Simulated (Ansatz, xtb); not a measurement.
**Ranking isomers of C3H5NO2**

10 gas-phase structures of C3H5NO2, from a drawn sample of its isomers (lower ones may exist). Each was relaxed with GFN2-xTB; where two conformers were screened, the lower at r2SCAN-D4/def2-SVP is listed:

A. `[H]/N=C\C(=O)OC`, a singlet
B. `C=NCOC=O`, a singlet
C. `[H]/N=C\OC(C)=O`, a singlet
D. `CC(=O)C(N)=O`, a singlet
E. `NC(=O)CC=O`, a singlet
F. `CNC(=O)C=O`, a singlet
G. `[H]/N=C\COC=O`, a singlet
H. `[H]/N=C/CC(=O)O`, a singlet
I. `O=C/N=C/CO`, a singlet
J. `[H]/N=C(\C)C(=O)O`, a singlet

Q: Estimate their order in r2SCAN-D4/def2-SVP energy at these geometries, lowest first.

A: Calculated order at r2SCAN-D4/def2-SVP: D (0.0), E (7.2), F (13.5), J (14.5), H (15.7), C (16.0), A (25.6), G (30.7), B (33.7), I (39.7) kcal/mol. Less than 1 kcal/mol parts H and C, so the order within that pair means little.

Energies above the lowest of each column, in kcal/mol; the last columns are at PBE0-D3(BJ)/def2-SVP geometries and were run for some of them only (a dash: not run or not comparable):

| structure | GFN2-xTB | HF/STO-3G | r2SCAN-D4/def2-SVP | PBE0-D3(BJ)/def2-SVP | CCSD(T)/def2-SVP + ΔMP2/def2-TZVPP |
| --- | --- | --- | --- | --- | --- |
| D | 0.5 | 0.3 | 0.0 | 0.0 | 0.0 |
| E | 3.0 | 6.6 | 7.2 | 5.2 | 5.0 |
| F | 8.3 | 6.7 | 13.5 | 12.8 | – |
| J | 7.9 | 7.7 | 14.5 | 12.1 | 8.1 |
| H | 8.7 | 10.1 | 15.7 | 13.4 | – |
| C | 0.0 | 0.0 | 16.0 | 15.4 | – |
| A | 15.0 | 7.2 | 25.6 | – | – |
| G | 17.2 | 14.9 | 30.7 | – | – |
| B | 14.4 | 17.3 | 33.7 | – | – |
| I | 19.9 | 33.0 | 39.7 | – | – |

CCSD(T)/def2-SVP + ΔMP2/def2-TZVPP puts D lowest of those it was run on; GFN2-xTB picks C. Flexible structures stand in one conformer each, not always the lowest. Frequencies (PBE0-D3(BJ)/def2-SVP) were run for D, E, J alone. ΔMP2 is the change of the MP2 energy from the smaller to the larger basis.

Over these structures GFN2-xTB departs from r2SCAN-D4/def2-SVP by 5.7 kcal/mol on average once a common shift is removed. A GFN2-xTB relaxation took about 0.13 s and the r2SCAN-D4/def2-SVP energy about 1.9 s on a shared host (Ansatz 0.2.0, xtb 6.7.1).
